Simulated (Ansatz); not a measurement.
**SiH₃ (doublet): wave-function methods side by side at distance H1–H2 along a hydrogen transfer = 1.179 Å, cc-pVDZ**

How much of the correlation energy of SiH₃ (doublet) does each wave-function method recover here?

Method: cc-pVDZ, core rule «outside noble gas», up to 5 orbitals frozen; program: Ansatz 0.2.0, Gaussian basis.

Plan: UHF; CCSD(T) on ROHF; CCSD(T) on UHF; BCCD(T) on ROHF; CISD; CCSDT(Q) on ROHF; CCSDT(Q) on UHF; CCSDTQ on ROHF; CCSDTQ on UHF; CASSCF and MRCISD+Q, 3 electrons in 3 orbitals; CASSCF and NEVPT2, 3 electrons in 3 orbitals; CASSCF and MRCISD+Q, 7 electrons in 7 orbitals; CASSCF and NEVPT2, 7 electrons in 7 orbitals; Full CI.

### Step 1. The system

The geometry derives from fragments relaxed apart (PBE0/def2-TZVP) and kept rigid, so it is no stationary point. A hydrogen atom is moved between rigid fragments.

4 atoms, charge 0, spin multiplicity 2.

Atoms are counted from 1 here; the program's logs count them from 0.

Bond lengths: H2–Si3 1.613 Å, Si3–H4 1.532 Å. Angles: H2–Si3–H4 105.0°.

### Step 2. UHF

in.yaml reads:

```yaml
crystal:
  periodic: [false, false, false]
  atoms:
    - {symbol: H, position_ang: [-2.662123, 0.047936, 0.000000]}
    - {symbol: H, position_ang: [-1.483123, 0.047936, 0.000000]}
    - {symbol: Si, position_ang: [0.129877, 0.047936, 0.000000]}
    - {symbol: H, position_ang: [0.526312, -1.431577, 0.000000]}
basis:
  gaussian: {orbitals: cc-pVDZ}
magnetization: {spin_polarized: true, initial_magnetization: 1}
hamiltonian: {xc: hf}
output: {orbitals: {seedname: orbitals}}
```

Launch:

```console
$ ansatz run in.yaml --threads 1 --pin off --events-out ev --progress --plain --max-ram 2816MiB --backend cpu
```

Further steps of the session: CCSD(T) on ROHF; CCSD(T) on UHF; BCCD(T) on ROHF; CISD; CCSDT(Q) on ROHF; CCSDT(Q) on UHF; CCSDTQ on ROHF; CCSDTQ on UHF; CASSCF and MRCISD+Q, 3 electrons in 3 orbitals; CASSCF and NEVPT2, 3 electrons in 3 orbitals; CASSCF and MRCISD+Q, 7 electrons in 7 orbitals; CASSCF and NEVPT2, 7 electrons in 7 orbitals; Full CI.

Q: Predict the results of all the runs planned. Wanted: FCI below the RHF energy; RMP2 from FCI; UMP2 from FCI; RCCSD from FCI; RCCSD(T) from FCI; UCCSD(T) from FCI; RCCSDT(Q) from FCI; UCCSDT(Q) from FCI; MRCISD+Q pair from FCI.

**Answer**, as computed:

| quantity | value |
| --- | --- |
| FCI below the RHF energy | -3.7801 eV |
| RMP2 from FCI | +23.70 kcal/mol |
| UMP2 from FCI | +25.51 kcal/mol |
| RCCSD from FCI | +2.59 kcal/mol |
| RCCSD(T) from FCI | +0.66 kcal/mol |
| UCCSD(T) from FCI | +0.90 kcal/mol |
| RCCSDT(Q) from FCI | +0.02 kcal/mol |
| UCCSDT(Q) from FCI | +0.02 kcal/mol |
| MRCISD+Q pair from FCI | -0.50 kcal/mol |
| NEVPT2 valence from FCI | +15.52 kcal/mol |
| MRCISD+Q valence from FCI | +0.62 kcal/mol |
| levels within 1 kcal/mol (43 meV) | RCCSD(T), UCCSD(T), BCCD(T), RCCSDT, UCCSDT, RCCSDT(Q), UCCSDT(Q), RCCSDTQ, UCCSDTQ, MRCISD+Q pair, MRCISD+Q valence |
| T1 diagnostic | 0.043 |
| effectively unpaired electrons | 1.10 |

RCCSD(T) lands +0.66 kcal/mol from the yardstick (0.8 % of the correlation energy). MRCISD+Q pair falls below full CI: the +Q correction isn't variational, and the cores differ from full CI's. The occupations are near whole numbers, but T1 = 0.043 shows that the orbitals relax strongly. Of the multireference levels listed MRCISD+Q pair comes nearest in total energy (-0.50 kcal/mol), which doesn't show that its space is the better one. These misses are within one basis, not against nature; the frozen cores of restricted and unrestricted runs differ, which can shift their rows.
